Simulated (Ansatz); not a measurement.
**SiB₂H₄: a ladder of functionals and wavefunction methods**

An exercise on one series of results from a longer session: the logs are not shown, and one member is left open.

Program: Ansatz 0.2.0, Gaussian basis. Level of theory: functionals in def2-TZVPP, the program's frozen cores in correlated methods. These are calculated values, not measurements.

Plan: LDA (SPW92), PBE-D4, revPBE-D4, BLYP-D4, r2SCAN-D4, B97M-V, PBE0-D4, B3LYP-D4, r2SCANh-D4, r2SCAN0-D4, HSE06-D4, BHLYP-D4, CAM-B3LYP-D4, LC-ωPBE, ωB97X-V, ωB97M-V, B2PLYP, PBE-QIDH; CCSD(T)/def2-SVP; CCSD(T)/def2-TZVPP; MP2/def2-QZVPP; extrapolation to the limit; RPA on PBE.

1 further run of the same task is left out (it didn't finish).

## The relaxed structure

An earlier PBE0-D4 in a triple-zeta def2 set relaxation fixed the geometry.

SMILES `B1B[SiH2]1`, 7 atoms, charge 0, spin multiplicity 1.

Atoms are counted from 1 here; the program's logs count them from 0.

Bond lengths: B1–B2 1.479 Å, B1–Si3 2.024 Å, B1–H4 1.180 Å, B2–Si3 2.028 Å, B2–H5 1.180 Å, Si3–H6 1.483 Å, Si3–H7 1.483 Å. Angles: B2–B1–Si3 68.7°, B2–B1–H4 176.3°, Si3–B1–H4 107.6°, B1–B2–Si3 68.5°, B1–B2–H5 175.8°, Si3–B2–H5 107.4°, B1–Si3–B2 42.8°, B1–Si3–H6 104.3°, B1–Si3–H7 146.8°, B2–Si3–H6 147.1°, B2–Si3–H7 104.0°, H6–Si3–H7 108.9°.

The first run:

in.yaml

```yaml
crystal:
  periodic: [false, false, false]
  atoms:
    - {symbol: B, position_ang: [-1.078570, -0.280600, -0.677249]}
    - {symbol: B, position_ang: [0.251917, -0.852549, -0.976968]}
    - {symbol: Si, position_ang: [0.324069, 0.408449, 0.609212]}
    - {symbol: H, position_ang: [-2.106016, 0.220512, -0.385260]}
    - {symbol: H, position_ang: [1.342437, -1.269940, -1.145769]}
    - {symbol: H, position_ang: [-0.419495, 1.329056, 1.503422]}
    - {symbol: H, position_ang: [1.746859, 0.376972, 1.026913]}
basis:
  gaussian: {orbitals: def2-TZVPP}
hamiltonian: {xc: lda}
output: {orbitals: {seedname: orbitals}}
```

The run is started by

```console
$ ansatz run in.yaml --threads 2 --pin off --events-out ev --progress --plain --max-ram 4352MiB
```

Steps of the session up to this table: LDA; PBE-D4 (GGA); revPBE-D4 (GGA); BLYP-D4 (GGA); r2SCAN-D4 (meta-GGA); B97M-V (meta-GGA); B3LYP-D4 (hybrid); r2SCANh-D4 (hybrid); r2SCAN0-D4 (hybrid); HSE06-D4 (hybrid); BHLYP-D4 (hybrid); CAM-B3LYP-D4 (range-separated); LC-ωPBE (range-separated); ωB97X-V (range-separated); ωB97M-V (range-separated); B2PLYP (double hybrid); PBE-QIDH (double hybrid).

One table of the session follows, with a row left open; its other results are not shown here.

It belongs to the step «Orbital energies across the functionals». 

| functional | HOMO (eV) | LUMO (eV) | gap (eV) |
| --- | --- | --- | --- |
| LDA (SPW92) | -6.33 | -2.94 | 3.39 |
| PBE-D4 | ? | ? | ? |
| revPBE-D4 | -6.12 | -2.66 | 3.46 |
| BLYP-D4 | -5.95 | -2.56 | 3.39 |
| r2SCAN-D4 | -6.33 | -2.55 | 3.78 |
| B97M-V | -6.30 | -2.53 | 3.77 |
| PBE0-D4 | -7.02 | -1.92 | 5.10 |
| B3LYP-D4 | -6.78 | -2.07 | 4.71 |
| r2SCANh-D4 | -6.65 | -2.26 | 4.39 |
| r2SCAN0-D4 | -7.13 | -1.82 | 5.31 |
| HSE06-D4 | -6.63 | -2.29 | 4.33 |
| BHLYP-D4 | -7.64 | -0.97 | 6.67 |
| CAM-B3LYP-D4 | -8.12 | -0.86 | 7.26 |
| LC-ωPBE | -9.41 | 0.13 | 9.54 |
| ωB97X-V | -9.09 | 0.11 | 9.19 |
| ωB97M-V | -8.99 | -0.06 | 8.93 |

Q: Estimate the row for PBE-D4 from the others.

The run gave: HOMO (eV): -6.18; LUMO (eV): -2.74; gap (eV): 3.43. In the column «HOMO (eV)» it lies between B97M-V (-6.30) and revPBE-D4 (-6.12).
